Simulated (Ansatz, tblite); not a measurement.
**The cluster Cd₂Te: rung by rung**

One table from this session's results is given with a row withheld; the runs are named, their logs left out.

Computed with Ansatz 0.2.0, Gaussian basis. Level: as each input shows.

The runs, in order: GFN1-xTB, GFN2-xTB, PBE-D4/def2-TZVP, r2SCAN-D4/def2-TZVP, B2PLYP/def2-TZVP, B97M-V/def2-TZVP, LC-ωPBE/def2-TZVP, ωB97M-V/def2-TZVP, BHLYP-D4/def2-TZVP, LC-ωPBE(0.10)/def2-TZVP, LC-ωPBE(0.15)/def2-TZVP, LC-ωPBE(0.20)/def2-TZVP, LC-ωPBE(0.30)/def2-TZVP, PBE-D4/def2-SVP, PBE0-D4/def2-SVP, PBE0-D4/def2-TZVPD, PBE-D4/def2-TZVPD, r2SCAN-D4/def2-TZVPD, CCSD(T)/def2-TZVPP, MP2/def2-TZVP, RPA/def2-TZVP.

4 further runs of the same task are left out: 4 set aside as unsound or not needed. Runs told in other sessions of the task aren't counted.

### The structure

The singlet was relaxed beforehand with PBE0-D4/def2-TZVP. At that level it is the lowest of the isomers that a small search found.

3 atoms, charge 0, spin multiplicity 1.

Bond lengths: Cd1–Te3 2.719 Å, Cd2–Te3 2.719 Å. Angles: Cd1–Te3–Cd2 179.9°.

Coordinates:

```xyz
3

Cd   -2.5684   -0.0123    0.8913
Cd    2.5686    0.0107   -0.8905
Te   -0.0002    0.0017   -0.0008
```

Cd, Te take a core potential in the def2 sets. No spin-orbit coupling is included.

PBE0-D4/def2-TZVP was run before; its log isn't repeated, and its numbers join the tables.

Set-up of the first run:

Tight binding, by tblite at 300 K electronic temperature and without a spin-polarisation term:

```python
tblite.interface.Calculator('GFN1-xTB', numbers, positions, charge=0, uhf=0).singlepoint()
```

Tight binding, by tblite at 300 K electronic temperature and without a spin-polarisation term:

```python
tblite.interface.Calculator('GFN2-xTB', numbers, positions, charge=0, uhf=0).singlepoint()
```

start.molden holds the orbitals of an earlier run on this state, given as this run's starting guess.

in.yaml reads:

```yaml
crystal:
  periodic: [false, false, false]
  atoms:
    - {symbol: Cd, position_ang: [-2.568395, -0.012321, 0.891318]}
    - {symbol: Cd, position_ang: [2.568591, 0.010657, -0.890529]}
    - {symbol: Te, position_ang: [-0.000206, 0.001664, -0.000790]}
basis:
  gaussian: {orbitals: def2-TZVP, initial_orbitals: start.molden}
hamiltonian: {xc: pbe, dispersion: d4}
scf: {omitted_lower_state_checks: [starts]}
output: {forces: true, orbitals: {seedname: orbitals}}
```

Launch:

```
> ansatz run in.yaml --threads 4 --pin off --events-out ev --progress --plain --max-ram 3916MiB
```

Among the steps run: PBE-D4/def2-TZVP; r2SCAN-D4/def2-TZVP; B2PLYP/def2-TZVP; B97M-V/def2-TZVP; LC-ωPBE/def2-TZVP; ωB97M-V/def2-TZVP; BHLYP-D4/def2-TZVP; LC-ωPBE(0.10)/def2-TZVP; LC-ωPBE(0.15)/def2-TZVP; LC-ωPBE(0.20)/def2-TZVP; LC-ωPBE(0.30)/def2-TZVP; PBE-D4/def2-SVP; PBE0-D4/def2-SVP; PBE0-D4/def2-TZVPD; PBE-D4/def2-TZVPD; r2SCAN-D4/def2-TZVPD; CCSD(T)/def2-TZVPP; MP2/def2-TZVP; RPA/def2-TZVP.

One table of the session follows, with a row left open; its other results are not shown here.

```
                  level  HOMO (eV)  LUMO (eV)  gap (eV)
        PBE-D4/def2-SVP      -4.77      -4.05      0.72
       PBE-D4/def2-TZVP      -4.84      -4.05      0.79
      PBE-D4/def2-TZVPD      -4.85      -4.06      0.79
    r2SCAN-D4/def2-TZVP      -5.04      -4.07      0.97
   r2SCAN-D4/def2-TZVPD      -5.05      -4.08      0.97
       B97M-V/def2-TZVP          ?          ?         ?
       PBE0-D4/def2-SVP      -5.65      -3.53      2.12
      PBE0-D4/def2-TZVP      -5.72      -3.52      2.20
     PBE0-D4/def2-TZVPD      -5.73      -3.53      2.20
     BHLYP-D4/def2-TZVP      -6.51      -2.97      3.55
      LC-ωPBE/def2-TZVP      -7.75      -2.05      5.70
      ωB97M-V/def2-TZVP      -7.67      -2.13      5.54
LC-ωPBE(0.10)/def2-TZVP      -6.27      -2.89      3.38
LC-ωPBE(0.15)/def2-TZVP      -6.80      -2.57      4.22
LC-ωPBE(0.20)/def2-TZVP      -7.21      -2.36      4.84
LC-ωPBE(0.30)/def2-TZVP      -7.75      -2.13      5.61
```

Estimate the missing values for B97M-V/def2-TZVP.

As computed: HOMO (eV): -5.02; LUMO (eV): -4.02; gap (eV): 0.99. In the column «HOMO (eV)» it lies between r2SCAN-D4/def2-TZVP (-5.04) and PBE-D4/def2-TZVPD (-4.85).
